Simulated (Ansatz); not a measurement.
in.yaml

```yaml
crystal:
  periodic: [false, false, false]
  atoms:
    - {symbol: Cl, position_ang: [0.000000, 0.000000, -1.414267]}
    - {symbol: H, position_ang: [0.000000, 0.000000, -0.135467]}
    - {symbol: N, position_ang: [0.000000, 0.000000, 1.549733]}
basis:
  gaussian: {orbitals: 6-31G}
magnetization: {spin_polarized: false, initial_magnetization: 3}
correlation: {method: sc_nevpt2, electrons: outside_noble_gas, active_space: {window: {electrons: 5, orbitals: 5}}}
```

```sh
$ ansatz run in.yaml --threads 1 --pin off --events-out ev --progress --plain --max-ram 2816MiB --backend cpu
```

Output:

```
304 factors; integrals over basis functions are off by at most 2.9e-4 eV
mean field evaluation 1: about -13996.0585 eV, gradient 1.5e1 eV
mean field evaluation 2: about -13996.0703 eV, gradient 1.5e1 eV
mean field evaluation 4: about -13997.6493 eV, gradient 1.3e0 eV
mean field evaluation 8: about -13997.6831 eV, gradient 2.2e-1 eV
mean field -13997.68354184 eV, -514.4053821921 hartree, gradient 1.3e-6 eV, S^2 3.750000; 0 other end points of the search recorded, 0 dependent functions left out
reference -13997.68354184 eV, -514.4053821921 hartree; 14, 11 occupied and 10, 13 virtual orbitals, 304 factors
state -13998.17334470 eV, -514.4233821152 hartree
state -13998.17334470 eV, -514.4233821152 hartree; corrected -13999.88328841 eV, -514.4862213872 hartree
Total energy: -13999.88328841 eV, -514.4862213872 hartree
```

Natural occupations: 1.9759 1.0007 1.0000 1.0000 0.0234.

For the same geometry and basis full CI lies 475.9 meV lower.

Ran on 1 thread of AMD EPYC 7R13, shared host: 0.37 s wall, 0.13 GiB peak host memory.
